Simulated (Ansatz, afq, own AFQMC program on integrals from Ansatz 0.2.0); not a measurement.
Two steps: Ansatz 0.2.0 writes the Fock matrix and Cholesky factors of the valence space, and afq projects on them the lowest state that overlaps trial and start.

```yaml
crystal:
  periodic: [false, false, false]
  atoms:
    - {symbol: Al, position_ang: [0.000000, -0.009721, -0.119987]}
    - {symbol: H, position_ang: [0.000000, -0.394514, 1.921063]}
    - {symbol: H, position_ang: [0.000000, 0.375072, 1.921063]}
    - {symbol: H, position_ang: [-0.000002, 1.527214, -0.336138]}
    - {symbol: H, position_ang: [0.000002, -1.247540, -0.294071]}
basis:
  gaussian: {orbitals: 6-31G}
total_charge: 1
magnetization: {spin_polarized: false}
correlation: {method: ccsd_t, electrons: outside_noble_gas, hamiltonian_folder: ham}
```

```sh
$ ansatz run in.yaml --threads 1 --pin off --events-out ev --progress --plain --max-ram 24576MiB --backend cuda --devices 0, --max-vram 18GiB
```

afq runs on the folder ham with

```
--method free --trial cid --walkers 200 --time-step 0.08 --max-blocks 120 --target-error 0.00058 --factor-cut 0.0001 --seed 4285 --times 0.0,0.16,0.4,0.8,1.2 --taylor-order 8
```

Times are imaginary, in 1/Eh. The walk had a cap of 60 s.

Log:

```
orbitals 16  electrons 3 3  factors 85 of 266
reference energy -243.82854866 Eh
CCSD correlation -0.06580190 Eh in 8 cycles, weight of the determinant in the CISD state 0.9559
repeat  energy at the last time / Eh  error
    10  -243.894701  0.000078
    20  -243.894780  0.000048
    30  -243.894769  0.000040
time / (1/Eh)  energy / Eh  error  mean overlap
  0.00  -243.894338  0.000023  1.0445
  0.16  -243.894490  0.000024  1.0450
  0.40  -243.894567  0.000028  1.0448
  0.80  -243.894695  0.000031  1.0321
  1.20  -243.894772  0.000038  1.0372
energy -243.894772 +/- 0.000038 Eh
```

The run passed its tests (error under three times the target), which doesn't prove that it has relaxed.

Against this walk (error 1.0 meV) on the same determinant: CCSD(T) 0.9 meV higher (within the noise), CCSDT(Q) 4.9 meV lower, CCSDTQ 5.1 meV lower, full CI 5.1 meV lower. The error is statistical, and a free projection of finite length keeps a remainder of its start. The projection is still falling at its last time (meV from the last point: 11.8 ± 0.6 at 0.00, 7.7 ± 0.7 at 0.16, 5.6 ± 0.8 at 0.40, 2.1 ± 0.9 at 0.80, 0.0 ± 1.0 at 1.20), so its energy is a cut-off value, and the gaps above aren't errors of the other methods. Full CI is exact here, so the walk's 5 meV above it is the walk's own error: what remains of the start.

Cautions: remainder of the start not in the error; the time-step error isn't removed.

The walk took 1.3 s on 1 × NVIDIA H100 80GB HBM3 with 2 threads of AMD EPYC 7R13 Processor (Zen 3) (shared host) (the card was shared). The log's last line is the free-projection energy.

CCSDT and higher add their correlation energy to the determinant of the CCSD(T) run, since their own runs factorise the integrals more tightly (a shift of under 2 meV). A walk keeps the symmetry of its determinant, which the program's search chose and which needn't be the lowest solution, so a lower state of the same spin and another symmetry isn't excluded.
